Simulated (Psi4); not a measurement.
**SiH2Cl (chlorosilyl radical): USCAN/cc-pwCVQZ (density fitting, sweep point 8)**

What is the energy change on altering one bond length of SiH2Cl (chlorosilyl radical) at USCAN/cc-pwCVQZ (density fitting, sweep point 8)? 

Program for the calculation: Psi4 1.11.

## 1. The structure to begin with

The species is SiH2Cl (4 atoms), meant as a doublet with charge 0. As SMILES, `[SiH2]Cl`. Geometry: relaxed at GFN2-xTB.

Bond lengths: Si1–Cl2 2.022 Å, Si1–H3 1.451 Å, Si1–H4 1.451 Å. Angles: Cl2–Si1–H3 110.3°, Cl2–Si1–H4 110.2°, H3–Si1–H4 114.9°.

## 2. A single-point energy at USCAN/cc-pwCVQZ (density fitting, sweep point 8)

File clh2si.in:

```
memory 1600 MB

molecule mol {
  0 2
  Si    -0.283580     0.237700     0.131590
  Cl     1.597690    -0.059610     0.811090
  H     -1.065000    -0.978280     0.263310
  H     -0.249110     0.800200    -1.205980
  units angstrom
  symmetry c1
}

set {
  basis                cc-pwCVQZ
  reference            uks
  puream               true
  scf_type             df
  dft_radial_points    99
  dft_spherical_points 590
  maxiter              150
}

result, w = energy('scan', return_wfn=True)
```

On the command line:

```sh
$ psi4 -i clh2si.in -o clh2si.out -n 1
```

clh2si.out:

```text
[...]
  Running in c1 symmetry.
[...]
  Nuclear repulsion =   78.978688451799243
[...]
  Multiplicity = 2
[...]
  Nalpha       = 17
  Nbeta        = 16
[...]
    Number of basis functions: 278
[...]
   @DF-UKS iter   1:  -750.91653861954478   -1.71841e-01   1.72746e-03 DIIS/ADIIS
[...]
   @DF-UKS iter   7:  -750.98523199291105   -4.66380e-07   7.91830e-07 DIIS
[...]
   @S^2 Observed:                7.538486824E-01
[...]
    Orbital Energies [Eh]
    ---------------------
    Alpha Occupied:
       1A   -101.225751     2A    -65.868952     3A     -9.374057
       4A     -7.116597     5A     -7.112525     6A     -7.111354
       7A     -5.237974     8A     -3.584193     9A     -3.581630
      10A     -3.578368    11A     -0.805317    12A     -0.514814
      13A     -0.380103    14A     -0.371665    15A     -0.334788
      16A     -0.304034    17A     -0.201414
    Alpha Virtual:
      18A     -0.027451    19A      0.017631    20A      0.026145
      21A      0.077290    22A      0.105244    23A      0.109390
      24A      0.127873    25A      0.133856    26A      0.146204
[...]
  @DF-UKS Final Energy:  -750.98523199291105
   => Energetics <=
    Nuclear Repulsion Energy =             78.9786884517992434
    One-Electron Energy =               -1195.1395213850601067
    Two-Electron Energy =                 415.1834186015966566
    DFT Exchange-Correlation Energy =     -50.0078176612468113
    Empirical Dispersion Energy =           0.0000000000000000
    VV10 Nonlocal Energy =                  0.0000000000000000
    Total Energy =                       -750.9852319929110536
[...]
 Multipole Moments:
 ------------------------------------------------------------------------------------
     Multipole            Electronic (a.u.)      Nuclear  (a.u.)        Total (a.u.)
 ------------------------------------------------------------------------------------
 L = 1.  Multiply by 2.5417464519 to convert [e a0] to [Debye]
 Dipole X            :          3.0736604           -3.4048088           -0.3311484
 Dipole Y            :          0.1736059           -0.1734506            0.0001554
 Dipole Z            :          1.9113443           -2.0930649           -0.1817207
 Magnitude           :                                                    0.3777323
[...]
```

It took 43 s on 1 thread of Intel Xeon 6975P-C (Granite Rapids), shared host; peak memory 1.3 GiB.

## 3. The distorted shape

File job.in:

```
memory 1600 mb

molecule molecule1 {
  0 2
  Si    -0.290473     0.125212     0.399074
  Cl     1.590797    -0.172098     1.078574
  H     -1.071893    -1.090768     0.530794
  H     -0.249110     0.800200    -1.205980
  units angstrom
  symmetry c1
}

set {
  reference uks
  puream true
  scf_type df
  dft_radial_points 99
  dft_spherical_points 590
  maxiter 150
}

e = energy('scan/cc-pwCVQZ')
```

On the command line:

```sh
$ psi4 -i job.in -o job.out -n 1
```

job.out:

```text
[...]
  Running in c1 symmetry.
[...]
  Nuclear repulsion =   77.881143502080093
[...]
  Multiplicity = 2
[...]
  Nalpha       = 17
  Nbeta        = 16
[...]
    Number of basis functions: 278
[...]
   @DF-UKS iter   1:  -750.90844783720263   -2.15423e-01   1.68129e-03 ADIIS/DIIS
[...]
   @DF-UKS iter   8:  -750.97040086180141   -6.82809e-08   5.92646e-07 DIIS
[...]
   @S^2 Observed:                7.537738998E-01
[...]
    Orbital Energies [Eh]
    ---------------------
    Alpha Occupied:
       1A   -101.230324     2A    -65.886775     3A     -9.378542
       4A     -7.121136     5A     -7.116982     6A     -7.115839
       7A     -5.251710     8A     -3.597883     9A     -3.595456
      10A     -3.592552    11A     -0.809232    12A     -0.506144
      13A     -0.382821    14A     -0.355754    15A     -0.338195
      16A     -0.300333    17A     -0.205184
    Alpha Virtual:
      18A     -0.031234    19A     -0.022907    20A      0.022587
      21A      0.079165    22A      0.104263    23A      0.106209
      24A      0.125949    25A      0.134912    26A      0.148543
[...]
  @DF-UKS Final Energy:  -750.97040086180141
   => Energetics <=
    Nuclear Repulsion Energy =             77.8811435020800928
    One-Electron Energy =               -1192.7976163154585265
    Two-Electron Energy =                 413.8904091378606722
    DFT Exchange-Correlation Energy =     -49.9443371862834979
    Empirical Dispersion Energy =           0.0000000000000000
    VV10 Nonlocal Energy =                  0.0000000000000000
    Total Energy =                       -750.9704008618014086
[...]
 Multipole Moments:
 ------------------------------------------------------------------------------------
     Multipole            Electronic (a.u.)      Nuclear  (a.u.)        Total (a.u.)
 ------------------------------------------------------------------------------------
 L = 1.  Multiply by 2.5417464519 to convert [e a0] to [Debye]
 Dipole X            :          3.0938927           -3.3984518           -0.3045590
 Dipole Y            :         -0.0063068           -0.0697091           -0.0760159
 Dipole Z            :          2.3049882           -2.3397508           -0.0347626
 Magnitude           :                                                    0.3158212
[...]
```

Run time: 47 s. Hardware: 1 thread of Intel Xeon 6975P-C (Granite Rapids), shared host; peak memory 1.3 GiB.

## 4. Results

At USCAN/cc-pwCVQZ (density fitting, sweep point 8):

| quantity | value |
| --- | --- |
| first shape: total energy | -750.98523 Eh |
| first shape: dipole moment | 0.96 D |
| first shape: HOMO energy (highest over α and β) | -5.48 eV |
| first shape: LUMO energy (lowest over α and β) | -2.97 eV |
| first shape: ⟨S²⟩ | 0.754 |
| distorted shape: total energy | -750.97040 Eh |
| distorted shape: dipole moment | 0.80 D |
| distorted shape: HOMO energy (highest over α and β) | -5.58 eV |
| distorted shape: LUMO energy (lowest over α and β) | -3.14 eV |
| distorted shape: ⟨S²⟩ | 0.754 |
| energy change with the Si1–H4 bond stretched from 1.451 to 1.742 Å | 0.404 eV |

What this shows: With the Si1–H4 bond stretched from 1.451 to 1.742 Å the energy rises by 0.40 eV (38.9 kJ/mol). The first shape isn't relaxed at this level, so the change isn't measured from a minimum.
